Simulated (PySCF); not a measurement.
# `InChI=1S/C4H8S/c1-2-4-3-5-4/h4H,2-3H2,1H3/t4-/m0/s1`

Molfile (atoms numbered from 1):
```
C4H8S
     RDKit          3D

 13 13  0  0  0  0  0  0  0  0999 V2000
    1.6285    0.1328   -0.2476 C   0  0  0  0  0  0  0  0  0  0  0  0
    0.4936   -0.6786    0.3607 C   0  0  0  0  0  0  0  0  0  0  0  0
   -0.6640    0.1943    0.7586 C   0  0  1  0  0  0  0  0  0  0  0  0
   -1.6860    0.5674   -0.2423 C   0  0  0  0  0  0  0  0  0  0  0  0
   -2.2832   -0.5693    1.0251 S   0  0  0  0  0  0  0  0  0  0  0  0
    2.0075    0.8761    0.4586 H   0  0  0  0  0  0  0  0  0  0  0  0
    1.2975    0.6644   -1.1434 H   0  0  0  0  0  0  0  0  0  0  0  0
    2.4630   -0.5123   -0.5298 H   0  0  0  0  0  0  0  0  0  0  0  0
    0.8522   -1.2238    1.2386 H   0  0  0  0  0  0  0  0  0  0  0  0
    0.1345   -1.4308   -0.3478 H   0  0  0  0  0  0  0  0  0  0  0  0
   -0.4299    0.9564    1.4980 H   0  0  0  0  0  0  0  0  0  0  0  0
   -1.5893    0.1414   -1.2360 H   0  0  0  0  0  0  0  0  0  0  0  0
   -2.1098    1.5648   -0.2114 H   0  0  0  0  0  0  0  0  0  0  0  0
  1  2  1  0
  2  3  1  0
  3  4  1  0
  4  5  1  0
  5  3  1  0
  1  6  1  0
  1  7  1  0
  1  8  1  0
  2  9  1  0
  2 10  1  0
  3 11  1  1
  4 12  1  0
  4 13  1  0
M  END
```

Computed with quadratic response CAM-B3LYP/def2-TZVPD first hyperpolarisability, Taylor convention, gas phase (PySCF). Geometry: PBE0-D3(BJ)/def2-TZVP.

Q: Give the tensor of the second harmonic β(−2ω;ω,ω) at 1064 nm in the axes of these coordinates.

A: In au, Taylor convention; rows are the first index (the induced dipole):
|  | xx | yy | zz | xy | xz | yz |
| --- | --- | --- | --- | --- | --- | --- |
| x | +103.7 | +17.9 | +49.5 | +6.5 | -52.8 | +14.5 |
| y | +8.4 | +76.9 | -7.0 | +18.2 | +13.8 | +7.2 |
| z | -53.5 | +7.0 | -53.7 | +14.4 | +48.7 | -8.0 |

Norm of βᵢ = ⅓ Σⱼ (βᵢⱼⱼ + βⱼᵢⱼ + βⱼⱼᵢ): 212.0 au, hyper-Rayleigh value 84.0 au.
